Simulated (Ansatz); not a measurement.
C2H2F2O, SMILES `FC1(F)CO1` at its PBE0-D4/def2-TZVP geometry, where that method's forces vanish. Charge 0, multiplicity 1.

```xyz
7

F    -0.4587   -1.1933    1.2318
C    -0.5252   -0.2302    0.3155
F    -1.7463   -0.2376   -0.2141
C     0.6318    0.2163   -0.4196
O    -0.0176    0.9709    0.6575
H     0.5047    0.6477   -1.4068
H     1.6113   -0.1737   -0.1641
```

(1) What forces (eV/Å) does r2SCAN-D4/def2-TZVPP give on these atoms in Ansatz? (Estimate.)

Results:

(1) The calculation gave: 
```
F1   0.004 -0.274  0.274
C2   0.186 -0.034 -0.188
F3  -0.363 -0.002 -0.138
C4   0.234 -0.211 -0.348
O5  -0.062  0.497  0.384
H6  -0.001  0.012  0.008
H7   0.000  0.011  0.008
```
